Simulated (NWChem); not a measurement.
Species: acetonitrile (C2H3N); SMILES C(#N)C

Results from NWChem. Geometry: optimised at PBE0/def2-SVP. Level: PBE/def2-SVP with COSMO at NWChem's default radii, gas-phase geometry; rows give the dielectric constant.

```csv
dielectric constant,electrostatic solvation energy (kcal/mol),dipole in solution (D)
4.8,-4.8,4.50
11.7,-5.7,4.65
37.5,-6.2,4.73
46.7,-6.2,4.74
78.4,-6.3,4.75
```
